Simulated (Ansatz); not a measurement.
**O2+ (quartet): wave-function methods side by side at distance O1–O2 = 2.459 Å, 6-31G**

Aim: climb from Hartree-Fock through coupled cluster and multireference methods for O2+ (quartet) at one geometry and basis, and see what each rung misses.

Program: Ansatz 0.2.0, Gaussian basis. Level of theory: 6-31G, core rule «outside noble gas», up to 2 orbitals frozen. These are calculated values, not measurements.

Plan: UHF; CCSD(T) on ROHF; CCSD(T) on UHF; BCCD(T) on ROHF; CISD as a restricted active space (open shells left free, so some higher excitations enter); CCSDT(Q) on ROHF; CCSDT(Q) on UHF; CISDTQ; CCSDTQ on UHF; CASSCF and MRCISD+Q, 5 electrons in 5 orbitals; CASSCF and NEVPT2, 5 electrons in 5 orbitals; CASSCF and MRCISD+Q, 11 electrons in 8 orbitals; CASSCF and NEVPT2, 11 electrons in 8 orbitals; Full CI.

25 further runs of the same task are left out: 1 for a known fault of the program, 20 that didn't finish, 4 set aside as unsound or not needed. Runs told in other sessions of the task aren't counted.

### 1 What is computed

The geometry derives from a PBE0/def2-TZVP stationary point (not a proven minimum). One bond is set to the value named and the two fragments are kept rigid.

2 atoms, charge 1, spin multiplicity 4.

Atoms are counted from 1 here; the program's logs count them from 0.

No contacts short enough for the rule that draws bonds.

### 2 UHF

Contents of in.yaml:

```yaml
crystal:
  periodic: [false, false, false]
  atoms:
    - {symbol: O, position_ang: [0.000000, 0.000000, 0.000000]}
    - {symbol: O, position_ang: [0.000000, 0.000000, 2.459000]}
basis:
  gaussian: {orbitals: 6-31G}
total_charge: 1
magnetization: {spin_polarized: true, initial_magnetization: 3}
hamiltonian: {xc: hf}
output: {orbitals: {seedname: orbitals}}
```

Launch:

```bash
ansatz run in.yaml --threads 1 --pin off --events-out ev --progress --plain --max-ram 2393MiB
```

After this run come: CCSD(T) on ROHF; CCSD(T) on UHF; BCCD(T) on ROHF; CISD as a restricted active space (open shells left free, so some higher excitations enter); CCSDT(Q) on ROHF; CCSDT(Q) on UHF; CISDTQ; CCSDTQ on UHF; CASSCF and MRCISD+Q, 5 electrons in 5 orbitals; CASSCF and NEVPT2, 5 electrons in 5 orbitals; CASSCF and MRCISD+Q, 11 electrons in 8 orbitals; CASSCF and NEVPT2, 11 electrons in 8 orbitals; Full CI.

**Question.** What will the summary of the whole plan be? Wanted: FCI from the RHF energy; RMP2 from FCI; RCCSD from FCI; RCCSD(T) from FCI; RCCSDT(Q) from FCI; NEVPT2 pair from FCI; MRCISD+Q pair from FCI; NEVPT2 valence from FCI; T1 diagnostic.

The runs gave:

| quantity | value |
| --- | --- |
| FCI from the ROHF energy | -6.5042 eV |
| RMP2 from FCI | +4002.3 meV |
| RCCSD from FCI | +1611.0 meV |
| RCCSD(T) from FCI | +197.2 meV |
| RCCSDT(Q) from FCI | +653.5 meV |
| NEVPT2 pair from FCI | +1021.8 meV |
| MRCISD+Q pair from FCI | +273.2 meV |
| NEVPT2 valence from FCI | +1243.1 meV |
| levels within 1 kcal/mol (43 meV) | CISDTQ |
| T1 diagnostic | 0.247 |
| effectively unpaired electrons | 5.02 |

**Reading.** RCCSD(T) lands +197.2 meV from the yardstick (3.0 % of the correlation energy). With 5.0 effectively unpaired electrons against 3 the state is strongly multireference. Of the multireference levels listed MRCISD+Q pair comes nearest in total energy (+273.2 meV), which doesn't show that its space is the better one. Coupled cluster took another determinant than the lowest Hartree-Fock one. These misses are within one basis, not against nature.

The restricted and unrestricted ladders end 1.01 eV apart at CCSDT(Q), which points to two states or an unsound top rung; rows of one don't measure the error of the other.

With open shells the CI space here admits some higher excitations, so it is larger than plain CISD.
